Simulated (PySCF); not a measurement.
**Quadrupolar nuclei of BH2(CCH) in NMR**

BH2(CCH), C₂H₃B.
Structure used (PBE0-D3(BJ)/def2-SVP), in Å, numbered top down from 1:
```xyz
6
C2H3B angstrom
B      0.5701    0.9863    0.0044
H      1.7729    0.9873    0.1038
H     -0.0287    2.0302   -0.0872
C     -0.1849   -0.3193   -0.0016
C     -0.7952   -1.3768   -0.0073
H     -1.3342   -2.3077   -0.0122
```

Computed at PBE0/pcSseg-1 (PySCF, non-relativistic):

```json
{"atom": "B1", "environment": "boron bonded to C and 2 H", "nucleus": "11B", "spin I": "3/2", "Q (b)": "0.04059", "CQ = χzz (MHz)": "5.602", "η": "0.111"}
```

Recover the principal values of the field gradient from CQ = 234.96 MHz × Q × Vzz, η = (Vxx − Vyy)/Vzz and a zero trace.

Vxx = −Vzz(1 − η)/2 and Vyy = −Vzz(1 + η)/2, in au:

```json
{"atom": "B1", "Vxx (au)": "-0.261", "Vyy (au)": "-0.326", "Vzz (au)": "0.587", "Vzz (10²¹ V/m²)": "5.71"}
```

Give the quadrupolar product PQ = |CQ|√(1 + η²/3), the quadrupolar frequency νQ = 3|CQ|/[2I(2I − 1)] and the Larmor frequency ν0 = |g| × 7.62259 MHz/T × B at 7.05 T, with g(11B) = 1.79243.

| atom | PQ (MHz) | νQ (MHz) | ν0 (MHz) | νQ/ν0 |
| --- | --- | --- | --- | --- |
| B1 | 5.614 | 2.801 | 96.32 | 0.029 |

For B1: PQ = 5.602 × 1.0021, νQ = 5.602 × 0.5000, ν0 = 13.6630 MHz/T × 7.05 T.

For half-integer spins with νQ below a tenth of ν0, find the second-order shift of the centre of gravity of the central transition at 7.05 and 14.1 T.

δ = −(3/40)(PQ/ν0)² [I(I + 1) − 3/4]/[I²(2I − 1)²], in ppm:

```json
{"site": "11B at B1", "7.05 T": "-84.9", "14.1 T": "-21.2"}
```

Take a correlation time of 2 ps, isotropic tumbling and extreme narrowing. What quadrupolar relaxation rates and linewidths follow?

1/T1 = 1/T2 = (3π²/10)(2I + 3)/[I²(2I − 1)] × PQ² × τc; the width is 1/(πT2).

```csv
site,spin factor (2I + 3)/[I²(2I − 1)],1/T1 (s⁻¹),T1 (ms),linewidth (Hz)
11B at B1,1.333,249,4.02,79.2
```

Geometry: PBE0-D3(BJ)/def2-SVP; no solvent, vibrations or thermal averaging. With so small a basis the couplings can be 20 % off.
